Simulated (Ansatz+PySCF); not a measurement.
Results of a calculation; reference values are marked as such.
Input for Ansatz (development build ahead of 0.2.0):

```yaml
crystal:
  periodic: [false, false, false]
  atoms:
    - { symbol: C, position_ang: [-0.01667, 0.0, 0.0] }
    - { symbol: C, position_ang: [1.24617, 0.0, 0.0] }
    - { symbol: H, position_ang: [-1.07485, 0.0, 0.0] }
basis:
  gaussian: { orbitals: cc-pVTZ }
magnetization:
  initial_magnetization: 1
hamiltonian:
  xc: hf
correlation:
  method: mp2
  frozen_orbitals: { C: 1, H: 0 }
output:
  forces: true
```

The input is written out in the form of the current development build from the run's settings. Correlation on restricted open-shell orbitals is semicanonical, with singles.

Output:

* Converged: yes
* Reference energy: -76.16300 hartree
* Correlation energy: -0.25229 hartree
* Total energy: -76.41529 hartree
* Spin squared of the determinant: 0.750
* Stability test: minimum among restricted orbitals
* Occupied orbitals by symmetry in an Abelian subgroup (alpha; beta): 5 A1 1 B1 1 B2; 5 A1 1 B2

Forces (eV/Å):
```json
{"atom": "C1", "Fx": "-1.738", "Fy": "0.000", "Fz": "0.000"}
{"atom": "C2", "Fx": "2.106", "Fy": "0.000", "Fz": "0.000"}
{"atom": "H3", "Fx": "-0.368", "Fy": "0.000", "Fz": "0.000"}
```

Caution: forces differ strongly between restricted and unrestricted references; another reference gives a lower total.
